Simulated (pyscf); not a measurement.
Thermochemistry of product channels of F–GeH•–F + germylene (GeH₂) [singlet] on the doublet surface, in kJ/mol, from ωB97M-D3(BJ)/def2-TZVP energies (ideal gas, 1 atm, RRHO with modes under 100 cm⁻¹ raised to 100, one conformer, R ln 2 for chiral ones without a mode under 150 cm⁻¹). Single points on ωB97X-D3(BJ)/def2-SVP structures (PySCF, gas phase).

```
products                                ΔE  ΔH(298 K)  ΔG(298 K)  ΔG(900 K)
----------------------------------  ------  ---------  ---------  ---------
F–GeH(F)–GeH₂•                      -191.0     -179.6     -135.8      -51.6
F atom (F•) + F–Ge:–GeH₃ [singlet]       ?     +207.8     +215.2     +225.7
F–GeH₂• + F–GeH: [singlet]               ?      -35.0      -37.5      -41.5
F–GeH•–GeH₂–F                       -170.3     -157.8     -112.7      -25.3
[F–Ge(F)=GeH]• + hydrogen (H₂)           ?     -102.0      -94.7      -86.7
```

Some entries are withheld; supply them.


- F atom (F•) + F–Ge:–GeH₃ [singlet], ΔE: +200.4
- F–GeH₂• + F–GeH: [singlet], ΔE: -37.8
- [F–Ge(F)=GeH]• + hydrogen (H₂), ΔE: -103.4

The channel to F–GeH•–GeH₂–F turns unfavourable between 298 and 1200 K (ΔG from -112.7 kJ/mol to +16.0 kJ/mol).

These are energies of the channels, which say nothing of barriers. F–GeH•–GeH₂–F lies 37.5 kJ/mol over its isomer F–Ge•(F)–GeH₃ (electronic energy, ωB97M-D3(BJ)/def2-TZVP). Left out: orbital degeneracy and the spin-orbit lowering of F. Elements up to Kr have no core potential and no relativistic terms here.
